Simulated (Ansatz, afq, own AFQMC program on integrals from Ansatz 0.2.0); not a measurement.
AFQMC on a folder of integrals that Ansatz 0.2.0 wrote.

```yaml
crystal:
  periodic: [false, false, false]
  atoms:
    - {symbol: Ge, position_ang: [-0.928767, 0.014100, 0.000000]}
    - {symbol: H, position_ang: [-1.440217, 1.460699, 0.000001]}
    - {symbol: H, position_ang: [-1.440217, -0.709200, 1.252791]}
    - {symbol: H, position_ang: [-1.440217, -0.709199, -1.252792]}
    - {symbol: H, position_ang: [0.769233, 0.014100, 0.000000]}
    - {symbol: Si, position_ang: [2.428233, 0.014100, 0.000000]}
    - {symbol: H, position_ang: [2.824668, -1.465414, -0.000001]}
basis:
  gaussian: {orbitals: cc-pVDZ}
magnetization: {spin_polarized: true, initial_magnetization: 1}
correlation: {method: ccsd_t, electrons: outside_noble_gas, hamiltonian_folder: ham}
```

```sh
$ ansatz run in.yaml --threads 1 --pin off --events-out ev --progress --plain --max-ram 16896MiB --backend cuda --devices 0, --max-vram 18GiB
```

afq runs on the folder ham with

```
--method phaseless --trial cisd --walkers 4000 --populations 20 --least-time 60 --time-step 0.005 --steps-per-block 50 --equilibration-blocks 28 --max-blocks 4000 --target-error 0.00021 --factor-cut 1e-05 --start spin_pure --seed 4012 --release-times 0.24,0.51,0.99,1.62,2.4 --release-step 0.03 --release-every 3 --taylor-order 6
```

Times are imaginary, in 1/Eh. The walk had a cap of 171 s. With eight or more populations the least sampling time is a fifth of least-time, and the error comes from their spread. Filled inner d shells are frozen with the cores.

Log:

```
orbitals 51  electrons 7 6  factors 407 of 727
reference energy -2367.05231090 Eh
CCSD correlation -0.24147322 Eh in 13 cycles, weight of the determinant in the CISD state 0.8498
energy of the start -2367.292733 Eh
 block  time / (1/Eh)  mean weight  energy / Eh
     1     0.250  0.9999  -2367.288296
     2     0.500  1.0000  -2367.289198
     3     0.750  0.9996  -2367.291116
     4     1.000  1.0001  -2367.292967
     5     1.250  0.9998  -2367.295023
    12     3.000  0.9999  -2367.299749
    19     4.750  1.0000  -2367.300381
    21     5.250  0.9999  -2367.300235
    26     6.500  0.9999  -2367.300659
    33     8.250  1.0000  -2367.301886
    40    10.000  1.0003  -2367.302028
    47    11.750  1.0001  -2367.301652
    54    13.500  1.0001  -2367.301223
    61    15.250  0.9999  -2367.300818
    67    16.750  0.9999  -2367.302484
    68    17.000  1.0001  -2367.302427
    75    18.750  1.0001  -2367.301235
    78    19.500  0.9999  -2367.300736
error from the spread of 20 populations
released: time / (1/Eh)  energy / Eh  error  mean overlap
  0.24  -2367.301496  0.000134  1.0029
  0.51  -2367.301550  0.000113  1.0002
  0.99  -2367.301545  0.000108  0.9979
  1.62  -2367.301769  0.000109  0.9877
  2.40  -2367.301647  0.000142  0.9817
energy -2367.301566 +/- 0.000160 Eh
(rows thinned)
```

The run passed its tests (sampling time, drift between the halves within three errors, error under three times the target), which doesn't prove that it has relaxed.

Against this walk (error 4.4 meV) on the same determinant: CCSD(T) 47.1 meV higher, CCSDT(Q) 1.4 meV higher (within the noise). The error is statistical and leaves out the bias of the constraint. Released to 2.40 1/Eh the energy moves by -2 ± 6 meV (both errors), within twice the noise.

Cautions: constraint bias not in the error; no relativity below Rb; no spin-orbit coupling; inner d shell frozen.

The walk took 53 s on 1 × NVIDIA H100 80GB HBM3 with 2 threads of AMD EPYC 7R13 Processor (Zen 3), with other jobs on the host (the card was shared). The log's last line is the phaseless energy.

CCSDT and higher add their correlation energy to the determinant of the CCSD(T) run, since their own runs factorise the integrals more tightly (a shift of under 2 meV). A walk keeps the symmetry of its determinant, which the program's search chose and which needn't be the lowest solution, so a lower state of the same spin and another symmetry isn't excluded.
